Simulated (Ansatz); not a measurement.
Reaction (formal loss of a carbene): `CSSC` → `[CH2]` (triplet) + `CSS`

Isolated molecules relaxed with PBE0-D4/def2-TZVP in Ansatz; ΔE leaves out vibrations. CBS: MP2 limit from def2 TZ/QZ plus the TZ coupled-cluster correction, frozen cores. This one scheme is used for every species. DFT in def2-TZVPP. Triplets are unrestricted, without spin–orbit coupling. Each species was taken in one conformer, which may not be the lowest.

`CSSC`:

Cartesian coordinates in Å:
```
C -1.658 -0.566 0.651
S -0.007 -0.763 1.354
S 1.174 -0.979 -0.280
C 1.553 0.723 -0.748
H -1.734 0.353 0.070
H -1.917 -1.426 0.035
H -2.345 -0.507 1.499
H 2.242 0.660 -1.594
H 0.656 1.257 -1.062
H 2.037 1.247 0.075
```

`[CH2]` (triplet):

Cartesian coordinates in Å:
```
C -0.084 -0.221 0.143
H -0.898 0.439 -0.114
H 0.982 -0.218 -0.029
```

`CSS`:

Cartesian coordinates in Å:
```
C -0.205 -0.650 0.691
S 0.656 -0.523 -0.888
S 0.919 1.485 -1.106
H -1.201 -0.213 0.630
H 0.370 -0.174 1.484
H -0.293 -1.719 0.900
H -0.246 1.793 -1.711
```

```tsv
level	ΔE (kJ/mol)
r2SCANh-D4	415.4
HF/def2-QZVPP	287.0
HF/CBS(def2)	287.0
CCSD/CBS(def2)	425.6
```

Task: What does CCSD(T)/CBS give? (An estimate is asked.)

Result: Computed: +438.5 kJ/mol. The listed levels differ from it by -23.1, -151.5, -151.5, -12.9 kJ/mol.

Largest T1 diagnostic among the species: 0.011.

In def2-TZVPP, CCSD(T) changes the Hartree–Fock value by +138.1 kJ/mol (the triples alone add +12.9 kJ/mol) and MP2 by +154.2 kJ/mol. The D4 term adds +11.3 kJ/mol with B3LYP and +6.1 kJ/mol with PBE0; it sums over pairs of atoms, weighted by their polarisabilities, and B3LYP, whose exchange is more repulsive, gets the larger term.

B3LYP here is the variant with VWN-RPA as its local correlation; programs differ in this.
